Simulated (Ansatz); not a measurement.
The input, for Ansatz 0.2.0:

```yaml
crystal:
  periodic: [false, false, false]
  atoms:
    - {symbol: B, position_ang: [0.000000, 0.000000, 0.000000]}
    - {symbol: H, position_ang: [0.000000, 0.000000, 1.205800]}
basis:
  gaussian: {orbitals: aug-cc-pVDZ}
total_charge: -1
magnetization: {spin_polarized: true, initial_magnetization: 3}
hamiltonian: {xc: {name: PBE}}
output: {orbitals: {seedname: orbitals}}
```

```sh
$ ansatz run in.yaml --threads 1 --pin off --events-out ev --progress --plain --max-ram 2393MiB
```

Output:

```
259 factors; their error is unknown
mean field evaluation 1: about -686.0113 eV, gradient 6.1e0 eV
mean field evaluation 2: about -685.1553 eV, gradient 1.1e1 eV
mean field evaluation 4: about -686.5190 eV, gradient 2.8e-1 eV
mean field evaluation 8: about -686.5123 eV, gradient 5.4e-3 eV
mean field evaluation 16: about -683.9742 eV, gradient 7.0e0 eV
mean field evaluation 32: about -684.5744 eV, gradient 8.9e-6 eV
mean field -686.51233487 eV, -25.2288629717 hartree, gradient 1.5e-5 eV, S^2 3.751372; 6 other end points of the search recorded, 0 dependent functions left out
reference -686.51237043 eV, -25.2288642785 hartree; 5, 2 occupied and 27, 30 virtual orbitals, 259 factors
Total energy: -686.51237043 eV, -25.2288642785 hartree
```

Ran on 1 thread of AMD EPYC, shared host: 2.3 s wall, 0.13 GiB peak host memory.
